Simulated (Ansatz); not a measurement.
# CHAlP+ (quintet): from Hartree-Fock to the top rungs, cc-pVDZ

An exercise on one series of results from a longer session: the logs are not shown, and one member is left open.

Program: Ansatz 0.2.0, Gaussian basis. Level of theory: cc-pVDZ, core rule «outside noble gas», up to 11 orbitals frozen. These are calculated values, not measurements.

To be run: UHF; CCSD(T) on ROHF; CCSD(T) on UHF; BCCD(T) on ROHF; CISD; CCSDT(Q) on ROHF; CCSDT(Q) on UHF.

25 further runs of the same task are left out: 8 that didn't finish, 17 set aside as unsound or not needed.

**What is computed**

The geometry is a PBE0/def2-TZVP stationary point (not a proven minimum) of the parent state, kept for this charge and spin.

4 atoms, charge 1, spin multiplicity 5.

Atoms are counted from 1 here; the program's logs count them from 0.

Bond lengths: Al1–C2 1.871 Å, Al1–P3 2.417 Å, C2–P3 1.736 Å, C2–H4 1.082 Å. Angles: C2–Al1–P3 45.6°, Al1–C2–P3 84.1°, Al1–C2–H4 136.4°, P3–C2–H4 139.5°, Al1–P3–C2 50.3°.

Set-up of the first run:

The input, in.yaml:

```yaml
crystal:
  periodic: [false, false, false]
  atoms:
    - {symbol: Al, position_ang: [0.000000, -0.253363, 1.296835]}
    - {symbol: C, position_ang: [0.000000, 1.076140, -0.019890]}
    - {symbol: P, position_ang: [0.000000, -0.266821, -1.120624]}
    - {symbol: H, position_ang: [0.000000, 2.158231, -0.041450]}
basis:
  gaussian: {orbitals: cc-pVDZ}
total_charge: 1
magnetization: {spin_polarized: true, initial_magnetization: 4}
hamiltonian: {xc: hf}
output: {orbitals: {seedname: orbitals}}
```

Run with:

```
ansatz run in.yaml --threads 1 --pin off --events-out ev --progress --plain --max-ram 2393MiB
```

Among the steps run: UHF; CCSD(T) on ROHF; CCSD(T) on UHF; BCCD(T) on ROHF; CISD; CCSDT(Q) on ROHF; CCSDT(Q) on UHF.

One table of the session follows, with a row left open; its other results are not shown here.

| method | from UCCSDT(Q) (meV) |
| --- | --- |
| ROHF | +7267.1 |
| UHF | +6970.3 |
| RMP2 | +1214.4 |
| UMP2 | +1293.0 |
| CISD | +858.4 |
| RCCSD | +318.6 |
| UCCSD | +307.5 |
| RCCSD(T) | ? |
| UCCSD(T) | +60.2 |
| BCCD(T) | +59.7 |
| RCCSDT | +22.3 |
| UCCSDT | +20.1 |
| RCCSDT(Q) | +2.3 |
| UCCSDT(Q) | 0 |

**Question.** Estimate the row for RCCSD(T).

**Answer.** from UCCSDT(Q) (meV): +59.6. In the column «from UCCSDT(Q) (meV)» it lies between RCCSDT (+22.3) and BCCD(T) (+59.7).

Limits of these values: Restricted and unrestricted rows rest on different reference determinants; where their highest levels disagree by more than a few hundredths of an eV, they describe different states and don't form one ladder.
